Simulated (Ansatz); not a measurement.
# One shape, several levels: N2H3 (hydrazinyl radical)

Aim: a comparison of 6 runs (UB3LYP/6-31G*, U-revPBE/def2-TZVP, U-wB97M-V/def2-TZVP, UB2PLYP/def2-TZVP, RPA@PBE/def2-TZVP, UMP2/def2-TZVP) of N2H3 (hydrazinyl radical). 

Program for the calculation: Ansatz 0.2.0.

28 further runs of the same task are left out: 28 set aside as unsound or not needed.

### Step 1. Starting point

N2H3: 5 atoms, total charge 0, spin state doublet. As SMILES, `[NH]N`. The N1–N2 distance was set to 1.739 Å, away from the relaxed value.

Bond lengths: N1–H3 1.021 Å, N2–H4 1.008 Å, N2–H5 1.012 Å. Angles: H4–N2–H5 114.6°. A long bond or contact: N1–N2 1.739 Å.

### Step 2. The energy at UB3LYP/6-31G(d) (Cartesian functions) (run 1)

Input file job.yaml:

```yaml
crystal:
  periodic: [false, false, false]
  atoms:
    - symbol: "N"
      position_ang: [-0.205284, -1.134179, 0.700811]
    - symbol: N
      position_ang: [-0.128660, 0.235610, -0.368450]
    - symbol: H
      position_ang: [0.742156, -1.267579, 1.058041]
    - symbol: H
      position_ang: [-1.030950, 0.592300, -0.640030]
    - symbol: H
      position_ang: [0.587360, 0.941580, -0.256830]
basis:
  gaussian:
    orbitals: "6-31G*"
magnetization:
  spin_polarized: true
  initial_magnetization: 1
hamiltonian:
  xc: {name: B3LYP}
accuracy: high
output: {orbitals: {seedname: orbitals}}
```

Run with:

```bash
$ ansatz run job.yaml --threads 1 --pin off --max-ram 3480MiB --events-out events.jsonl --progress --plain --runs-dir runs
```

Log:

```text
Warning: RAYON_NUM_THREADS=1 ignored (pool sized by the plan → 1); use --threads N
Functional definition: B3LYP
  name "B3LYP"
  parameter a0 = 0.2
  parameter ax = 0.72
  parameter ac = 0.81
  exchange = (1 - a0 - ax)*slater_x + ax*b88_x + a0*exact_x
  correlation = (1 - ac)*vwn_rpa_c + ac*lyp_c
740 factors; integrals over basis functions are off by at most 3.2e-9 eV
mean field evaluation 1: about -3022.0323 eV, gradient 2.6e1 eV
mean field evaluation 2: about -3020.6095 eV, gradient 3.1e1 eV
mean field evaluation 4: about -3024.7917 eV, gradient 9.8e-1 eV
mean field evaluation 8: about -3024.8694 eV, gradient 8.0e-2 eV
mean field evaluation 16: about -3024.8696 eV, gradient 1.3e-4 eV
mean field -3024.86957112 eV, -111.1619064084 hartree, gradient 1.8e-8 eV, S^2 0.754243; 0 other end points of the search recorded, 0 dependent functions left out
reference -3024.86959505 eV, -111.1619072880 hartree; 9, 8 occupied and 27, 28 virtual orbitals, 740 factors
Total energy: -3024.86959505 eV, -111.1619072880 hartree
```

Wall time 2.7 s (1 thread of Arm Neoverse V1, shared host); peak memory 0.12 GiB.

### Step 3. The energy at U-revPBE/def2-TZVP (run 2)

Input file molecule.yaml:

```yaml
crystal:
  periodic: [false, false, false]
  atoms:
    - {symbol: N, position_ang: [-0.205284, -1.134179, 0.700811]}
    - {symbol: "N", position_ang: [-0.128660, 0.235610, -0.368450]}
    - {symbol: H, position_ang: [0.742156, -1.267579, 1.058041]}
    - {symbol: H, position_ang: [-1.030950, 0.592300, -0.640030]}
    - {symbol: H, position_ang: [0.587360, 0.941580, -0.256830]}
basis:
  gaussian:
    orbitals: def2-TZVP
magnetization:
  spin_polarized: true
  initial_magnetization: 1
hamiltonian:
  xc: {name: revPBE}
accuracy: high
output: {orbitals: {seedname: orbitals}}
```

Run with:

```bash
$ ansatz run molecule.yaml --threads 1 --pin off --max-ram 3480MiB --events-out events.jsonl --progress --plain --runs-dir runs
```

Log:

```text
Warning: RAYON_NUM_THREADS=1 ignored (pool sized by the plan → 1); use --threads N
Functional definition: revPBE
  name "revPBE"
  parameter kappa = 1.245
  parameter beta = 0.06672455060314922
  exchange = pbe_x(kappa = kappa, mu = beta*pi^2/3)
  correlation = pbe_c(beta = beta)
1406 factors; integrals over basis functions are off by at most 2.9e-9 eV
mean field evaluation 1: about -3020.6308 eV, gradient 3.6e1 eV
mean field evaluation 2: about -3005.1978 eV, gradient 6.3e1 eV
mean field evaluation 4: about -3025.6781 eV, gradient 4.0e0 eV
mean field evaluation 8: about -3025.7509 eV, gradient 1.4e-1 eV
mean field evaluation 16: about -3025.7510 eV, gradient 7.3e-5 eV
mean field -3025.75103471 eV, -111.1942995978 hartree, gradient 4.8e-8 eV, S^2 0.753522; 0 other end points of the search recorded, 0 dependent functions left out
reference -3025.75103811 eV, -111.1942997230 hartree; 9, 8 occupied and 71, 72 virtual orbitals, 1406 factors
Total energy: -3025.75103811 eV, -111.1942997230 hartree
```

It took 3.9 s on 1 thread of Arm Neoverse V1, shared host; peak memory 0.17 GiB.

Runs 3 to 5 aren't shown in full; the table further down has their settings and results.

### Step 4. The energy at UMP2/def2-TZVP (run 6)

Input file input.yaml:

```yaml
crystal:
  periodic: [false, false, false]
  atoms:
    - {symbol: N, position_ang: [-0.205284, -1.134179, 0.700811]}
    - {symbol: "N", position_ang: [-0.128660, 0.235610, -0.368450]}
    - {symbol: H, position_ang: [0.742156, -1.267579, 1.058041]}
    - {symbol: H, position_ang: [-1.030950, 0.592300, -0.640030]}
    - {symbol: H, position_ang: [0.587360, 0.941580, -0.256830]}
basis:
  gaussian: {orbitals: def2-TZVP}
accuracy: high
magnetization: {spin_polarized: true, initial_magnetization: 1}
correlation: {method: mp2, frozen_orbitals: {H: 0, "N": 1}}
total_charge: 0
```

Run with:

```bash
$ ansatz run input.yaml --threads 1 --pin off --max-ram 3480MiB --events-out events.jsonl --progress --plain --runs-dir runs
```

Log:

```text
Warning: RAYON_NUM_THREADS=1 ignored (pool sized by the plan → 1); use --threads N
Functional definition: HF
  name "HF"
  exchange = exact_x
  correlation = 0
1406 factors; integrals over basis functions are off by at most 2.9e-9 eV
mean field evaluation 1: about -3006.6057 eV, gradient 1.5e1 eV
mean field evaluation 2: about -3006.6063 eV, gradient 1.5e1 eV
mean field evaluation 4: about -3008.0772 eV, gradient 3.0e0 eV
mean field evaluation 8: about -3008.3232 eV, gradient 4.7e-1 eV
mean field evaluation 16: about -3008.3964 eV, gradient 1.6e-2 eV
mean field -3008.39644191 eV, -110.5565300758 hartree, gradient 1.8e-8 eV, S^2 0.919337; 0 other end points of the search recorded, 0 dependent functions left out
2 core orbitals not correlated: weight in the atoms' cores, before any rotation towards them, 1.000 or more for the frozen orbitals, at most 0.000 for the correlated occupied ones
reference -3008.39644191 eV, -110.5565300758 hartree; 7, 6 occupied and 71, 72 virtual orbitals, 1406 factors
second order -10.29377726 eV of doubles, -0.00000000 eV of singles
Total energy: -3018.69021917 eV, -110.9348194129 hartree
```

Run time: 1.6 s. Hardware: 1 thread of Arm Neoverse V1, shared host; peak memory 0.16 GiB.

### Step 5. Overview of the runs

```csv
run,level,Cartesian functions,frozen core orbitals,energy (Eh),HOMO energy (eV),LUMO energy (eV),⟨S²⟩,wall time
1,UB3LYP/6-31G* (Cartesian functions),yes,–,-111.161907,-6.33,-2.10,0.754,2.7 s
2,U-revPBE/def2-TZVP,no,–,-111.194300,-5.34,-3.44,0.754,3.9 s
3,U-wB97M-V/def2-TZVP,no,–,-111.161939,-9.34,-0.07,0.757,42 s
4,UB2PLYP/def2-TZVP,no,2,-111.122114,-8.51,-0.22,0.762,7.2 s
5,RPA@PBE/def2-TZVP,no,2,-111.188540,–,–,0.753,6.6 s
6,UMP2/def2-TZVP,no,2,-110.934819,–,–,0.919,1.6 s
```

### Step 6. Outcome

| quantity | value |
| --- | --- |
| run 6: total energy | -110.93482 Eh |
| run 6: correlation energy (2 core orbitals frozen) | -378.3 mEh |
| run 6: ⟨S²⟩ of the reference determinant | 0.919 |

Totals of different functionals can't be ranked against each other. Spin contamination of the reference: run 6 ⟨S²⟩ = 0.92. All runs together took 64 s, the longest 42 s.
